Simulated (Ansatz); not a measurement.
## SiH2 (SMILES [H][Si][H]): methods side by side

SiH2: 3 atoms, total charge 0, spin state singlet. SMILES: `[H][Si][H]`. The shape is that of a GFN2-xTB optimisation.

```xyz
3

Si    0.0052   -0.0082   -0.6557
H     1.1102   -0.0200    0.3374
H    -1.1155    0.0282    0.3183
```

Each level gives the energy change with the Si1–H3 bond stretched from 1.485 to 2.970 Å (eV). The values are calculated.

```tsv
level	kind	program	value (eV)
HF/cc-pVDZ (restricted)	Hartree–Fock	Ansatz	3.80
SVWN5/cc-pVDZ (restricted)	LDA	Ansatz	2.91
r2SCAN/cc-pVDZ (restricted)	meta-GGA	Ansatz	3.11
BHLYP/cc-pVDZ (restricted)	global hybrid	Ansatz	3.49
HSE06/cc-pVDZ (restricted)	range-separated hybrid	Ansatz	3.22
B2PLYP/cc-pVDZ (restricted)	double hybrid	Ansatz	3.21
MP2/cc-pVDZ (restricted)	perturbation theory	Ansatz	3.47
CCSDT(Q)/cc-pVDZ (restricted)	coupled cluster or CI	Ansatz	2.73
FCI/3-21G	exact in the basis	Ansatz	2.24
```

A spin-restricted reference rises too steeply as a bond breaks; here HF/cc-pVDZ, SVWN5/cc-pVDZ, r2SCAN/cc-pVDZ, BHLYP/cc-pVDZ, HSE06/cc-pVDZ, B2PLYP/cc-pVDZ, MP2/cc-pVDZ, CCSDT(Q)/cc-pVDZ lie well above the multireference or unrestricted value. The first shape isn't each level's own minimum. The values span 2.24 to 3.80 eV. High-level rows in very small sets aren't better than simpler rows in larger ones.
